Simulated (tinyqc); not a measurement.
Extended Hueckel theory, for BH3, step by step. One step of it, computed by the program tinyqc.

Question. Orbitals. Solve H C = S C e through S^(-1/2); fill by pairs from the bottom, a degenerate level sharing its electrons equally; each orbital has its largest coefficient positive (the first on a tie).

H (eV), lower triangle:
```
             1B 2s      1B 2px     1B 2py     1B 2pz       2H 1s       3H 1s       4H 1s
1B 2s   -15.200000
1B 2px    0.000000   -8.500000
1B 2py    0.000000    0.000000  -8.500000
1B 2pz    0.000000    0.000000   0.000000  -8.500000
2H 1s   -12.922637  -10.863608   0.000000   0.162001  -13.600000
3H 1s   -12.925391    5.433523  -9.408574   0.162052   -2.549778  -13.600000
4H 1s   -12.925391    5.433523   9.408574   0.162052   -2.549778   -2.551525  -13.600000
```

overlap S, lower triangle:
```
           1B 2s     1B 2px     1B 2py     1B 2pz     2H 1s     3H 1s     4H 1s
1B 2s   1.000000
1B 2px  0.000000   1.000000
1B 2py  0.000000   0.000000   1.000000
1B 2pz  0.000000   0.000000   0.000000   1.000000
2H 1s   0.511902   0.545843   0.000000  -0.008140  1.000000
3H 1s   0.512011  -0.273008   0.472734  -0.008142  0.107134  1.000000
4H 1s   0.512011  -0.273008  -0.472734  -0.008142  0.107134  0.107207  1.000000
```

valence electrons = 6

Give: orbital energies; occupations; coefficients; sum of one-electron energies.

Answer.

orbital energies (eV): -19.7348  -14.6375  -14.6369  -8.5011  12.7375  12.7389  25.7041

occupations: 2.0000  2.0000  2.0000  0.0000  0.0000  0.0000  0.0000

coefficients:
```
            MO1      MO2      MO3      MO4      MO5      MO6      MO7
1B 2s    0.5204   0.0000   0.0000   0.0145   0.0014   0.0000   1.6023
1B 2px   0.0000   0.4067   0.0000   0.0000   1.3554   0.0000  -0.0016
1B 2py   0.0000   0.0000   0.4067   0.0000   0.0000   1.3554   0.0000
1B 2pz  -0.0001   0.0000   0.0000   0.9999   0.0000   0.0000  -0.0273
2H 1s    0.2788   0.5790   0.0000  -0.0038  -1.0777   0.0000  -0.8363
3H 1s    0.2789  -0.2895   0.5014  -0.0038   0.5378  -0.9328  -0.8382
4H 1s    0.2789  -0.2895  -0.5014  -0.0038   0.5378   0.9328  -0.8382
```

sum of one-electron energies = -98.0186 eV
